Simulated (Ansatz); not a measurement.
System: fcc Pd. Method: LDA (plane waves, PAW; Ansatz, a first-principles code).

Numerical settings: plane-wave cutoff 500 eV, 26×26×18 k mesh (along the axes of the cell as run), Fermi–Dirac smearing 0.1 eV, no spin polarisation, scalar-relativistic PAW data made under PBE.

Computed at the level's own relaxed cell.

Problem. What does this level give for the equilibrium volume per atom and lattice constant a?

Solution. 
- equilibrium volume per atom: 14.17 Å³/atom
- lattice constant a: 3.841 Å

Measured, for comparison: equilibrium volume per atom 14.56 Å³/atom, lattice constant a 3.876 Å (static lattice: zero-point anharmonic expansion removed; as tabulated in Mejia-Rodriguez and Trickey (2018), arXiv:1807.09216). Computed (rounded) less measured: equilibrium volume per atom -2.7 %, lattice constant a -0.9 %.

Computed values are for the static lattice.
